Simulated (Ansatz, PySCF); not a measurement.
A calculation on zinc-blende AlN (metastable phase) returned lattice constant a 4.342 Å, bulk modulus 210 GPa, cohesive energy 6.60 eV/atom.

Problem. Which level of theory produced these numbers?
(A) r²SCAN0 (Ansatz, a first-principles code)
(B) LDA (Ansatz)
(C) PBE-D3(BJ) (Ansatz)
(D) CCSD(T) (PySCF)

Solution. B, LDA (Ansatz)

The others give: CCSD(T) 4.383 Å, 207 GPa, 5.92 eV/atom; PBE-D3(BJ) 4.372 Å, 201 GPa, 5.97 eV/atom; r²SCAN0 4.348 Å, 222 GPa, 5.67 eV/atom.

Unless a cell is named, each level is at its own relaxed cell (CCSD(T) 10.52, LDA 10.24, PBE-D3(BJ) 10.45, r²SCAN0 10.27 Å³/atom).

Ansatz's density-functional and Hartree–Fock values are scalar-relativistic unless marked +SOC, with PAW data made under PBE.
